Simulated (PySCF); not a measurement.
## MgF: frontier orbitals

PBE0 at R = 1.767 Å; basis Mg def2-TZVP, F def2-TZVP; no relativity; PySCF 2.14. State: ²Σ⁺ (doublet), unpaired electrons σ ↑. Only the outer orbitals are listed, counted within each symmetry.

```csv
spin,orbital,occ.,ε (eV),on Mg (%),main shells (%)
α,1π,1,-51.76,100,100 Mg p
α,1π,1,-51.76,100,100 Mg p
α,4σ,1,-51.67,100,100 Mg p
α,5σ,1,-29.67,3,97 F s
α,6σ,1,-10.37,11,88 F p
α,2π,1,-9.52,5,95 F p
α,2π,1,-9.52,5,95 F p
α,7σ,1,-5.77,97,"78 Mg s, 18 Mg p"
α,3π,0,-0.95,99,92 Mg p
α,3π,0,-0.95,99,92 Mg p
α,8σ,0,0.45,101,"64 Mg p, 25 Mg d, 12 Mg s"
β,1π,1,-51.65,100,100 Mg p
β,1π,1,-51.65,100,100 Mg p
β,4σ,1,-51.51,100,100 Mg p
β,5σ,1,-29.57,3,97 F s
β,6σ,1,-10.13,10,89 F p
β,2π,1,-9.50,5,95 F p
β,2π,1,-9.50,5,95 F p
β,7σ,0,-2.68,98,"89 Mg s, 9 Mg p"
β,3π,0,0.28,99,98 Mg p
β,3π,0,0.28,99,98 Mg p
```

Which are the highest filled and the lowest empty level, where do they sit, and how wide is the gap?

Highest filled α 7σ at -5.77 eV (in %: 78 Mg s, 18 Mg p); lowest empty β 7σ at -2.68 eV (in %: 89 Mg s, 9 Mg p); the gap at PBE0 is 3.09 eV.

The bond order (Mayer) is 0.74. The ⟨S²⟩ is 0.750 and the charge on Mg (Mulliken, basis-dependent) is 0.59. The charge on Mg (Löwdin, basis-dependent) is 0.39 and the dipole moment (positive dipole means Mg(−)F(+)) is -3.24 D. The polarisability along the bond is 39.0 bohr³ and the polarisability across the bond is 55.2 bohr³.

Shares are Mulliken populations and can fall outside 0 to 100 %.

The state was picked by a PBE0 search and need not be the measured ground state.
